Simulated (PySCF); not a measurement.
CH4S, SMILES SC.

Geometry optimised at B3LYP-D3(BJ)/def2-TZVP.

Level of theory: r2SCAN/def2-TZVPD (PySCF).

Isolated molecule, no solvent.

```
Property                                                                                                       Result
---------------------------------------------------------------------------------------------  ----------------------
total energy                                                                                       -438.67173 hartree
point group                                                                                                        Cs
highest occupied level                                                                                       -5.83 eV
lowest empty level                                                                                           -0.27 eV
orbital gap                                                                                                   5.56 eV
dipole moment                                                                                                  1.60 D
quadrupole, principal values (traceless, Buckingham form, about the centre of nuclear charge)  -2.93, -0.54, 3.47 D·Å
mean static polarisability                                                                       37.1 bohr³ (5.50 Å³)
polarisability, principal values                                                               33.9, 34.2, 43.3 bohr³
```
